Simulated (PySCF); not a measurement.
**CClF3: calculation against experiment**

**The experiment to reproduce.**

NIST CCCBDB Release 22 (SRD 101), experimental dipoles lists, for the gas: dipole moment (microwave Stark effect) 0.5 D.

From NIST CCCBDB Release 22 (SRD 101), experimental polarizabilities, for the gas: mean polarisability 4.65 Å³.

How close the calculation comes is told at the end.

CClF₃.
SMILES with atom numbers: `[F:1][C:2]([F:3])([F:4])[Cl:5]`

Geometry (GFN2-xTB, Å), atoms numbered from 1 in this order:
```xyz
5
CClF3 angstrom
F     -0.493   -0.806   -0.967
C     -0.072    0.006   -0.012
F     -0.407    1.242   -0.344
F     -0.703   -0.307    1.107
Cl     1.685   -0.132    0.199
```

The PySCF runs (gas phase, on this GFN2-xTB geometry; no spin–orbit coupling):

```tsv
level	job	basis functions
PBE0/pcSseg-1	shieldings, charges and field gradients	92
OLYP/def2-TZVPP, energy threshold 1e-08 Eh, start guess sap	shieldings, charges and field gradients	166
B3LYP/def2-SVPD	8 singlets by full TDDFT, 3 Tamm–Dancoff triplets, polarisability	116
PBE0/def2-SVPD	6 singlets by full TDDFT, 2 Tamm–Dancoff triplets, polarisability	116
PBE0/pcSseg-0	3 singlets by full TDDFT, polarisability	49
mPW1PW91/pcSseg-2	1 singlet by TDA, 2 Tamm–Dancoff triplets, polarisability	187
revPBE/pcSseg-0, energy threshold 1e-07 Eh	spin–spin couplings from 4 perturbed nuclei	49
```

**Comparison with experiment**

**Dipole moment.** Measured: 0.5 D (NIST CCCBDB Release 22 (SRD 101), experimental dipoles).

```json
{"level": "PBE0/pcSseg-1", "computed (D)": "0.27", "computed − measured (D)": "-0.23", "% (from the printed values)": "-46"}
{"level": "OLYP/def2-TZVPP", "computed (D)": "0.25", "computed − measured (D)": "-0.25", "% (from the printed values)": "-50"}
{"level": "B3LYP/def2-SVPD", "computed (D)": "0.40", "computed − measured (D)": "-0.10", "% (from the printed values)": "-20"}
{"level": "PBE0/def2-SVPD", "computed (D)": "0.35", "computed − measured (D)": "-0.15", "% (from the printed values)": "-30"}
{"level": "PBE0/pcSseg-0", "computed (D)": "0.17", "computed − measured (D)": "-0.33", "% (from the printed values)": "-66"}
{"level": "mPW1PW91/pcSseg-2", "computed (D)": "0.35", "computed − measured (D)": "-0.15", "% (from the printed values)": "-30"}
{"level": "revPBE/pcSseg-0", "computed (D)": "0.02", "computed − measured (D)": "-0.48", "% (from the printed values)": "-96"}
```

Closest is B3LYP/def2-SVPD (-0.10 D), furthest revPBE/pcSseg-0 (-0.48 D); one molecule doesn't rank methods. All 7 levels lie below the measurement. The computed dipoles belong to one fixed geometry; measured ones are averaged over vibrations unless marked μe. Magnitudes are compared, not signs.

**Mean polarisability.** Measured: 4.65 Å³ (NIST CCCBDB Release 22 (SRD 101), experimental polarizabilities).

| level | computed (Å³) | computed − measured (Å³) | % (from the printed values) |
| --- | --- | --- | --- |
| B3LYP/def2-SVPD | 4.68 | +0.03 | +1 |
| PBE0/def2-SVPD | 4.62 | -0.03 | -1 |
| PBE0/pcSseg-0 | 2.48 | -2.17 | -47 |
| mPW1PW91/pcSseg-2 | 3.87 | -0.78 | -17 |

The computed values are static and purely electronic, with core orbitals frozen in the response (1 au = 0.148185 Å³). The table of measured values doesn't say here whether a value is static or optical, or holds a vibrational part.

No measured geometry was used, and the causes of the misses weren't examined.
